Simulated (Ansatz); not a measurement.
## [SiH₃···H···N], quartet along the distance Si1-H5

Starting geometry:

```yaml
atoms:
  - { symbol: Si, position_ang: [-0.8725, 0.0000, 0.0000] }
  - { symbol: H, position_ang: [-1.3673, 1.3997, 0.0000] }
  - { symbol: H, position_ang: [-1.3673, -0.6999, 1.2122] }
  - { symbol: H, position_ang: [-1.3673, -0.6999, -1.2122] }
  - { symbol: H, position_ang: [0.6122, 0.0000, 0.0000] }
  - { symbol: N, position_ang: [2.0005, 0.0000, 0.0000] }
```

From there H5 is moved from one fragment to the other while all else, the fragments' distance too, stays fixed; atoms are numbered as listed. Energies are in kcal/mol, counted from the starting geometry at the same level. Kohn–Sham curves are unrestricted where that lies lower.

Basis cc-pVDZ; Ansatz 0.2.0. Only valence electrons are correlated (noble-gas cores frozen). Prefix R: restricted or restricted open-shell reference; prefix U: unrestricted.

Full CI isn't at hand for all of this; UCCSDT(Q) serves as the reference, and is uncertain by about the last step of the cluster series.

```csv
distance Si1-H5 (Å),PBE
1.381,4.5
1.485,0.0
1.534,-1.1
1.584,-1.7
1.634,-2.2
1.684,-2.4
1.733,-2.3
1.783,-1.5
1.833,0.3
```

Problem. Estimate the UCCSDT(Q) curve in cc-pVDZ from this one, knowing how PBE errs.

Solution. The computed UCCSDT(Q) values, in kcal/mol from the starting point, and the error of PBE against them:
```csv
distance Si1-H5 (Å),UCCSDT(Q),PBE less UCCSDT(Q)
1.381,0.5,4.0
1.485,0.0,0.0
1.534,0.8,-1.9
1.584,1.8,-3.5
1.634,2.7,-4.8
1.684,3.3,-5.7
1.733,3.8,-6.0
1.783,4.4,-6.0
1.833,5.9,-5.5
```

The error spans 10.1 kcal/mol and is largest, -6.0 kcal/mol, at 1.733 Å.

In so small a basis the reference is far from its limit while semilocal and hybrid functionals are nearer theirs, so the functionals' errors here hold much of the reference's basis and frozen-core error, which can add to them or hide them.
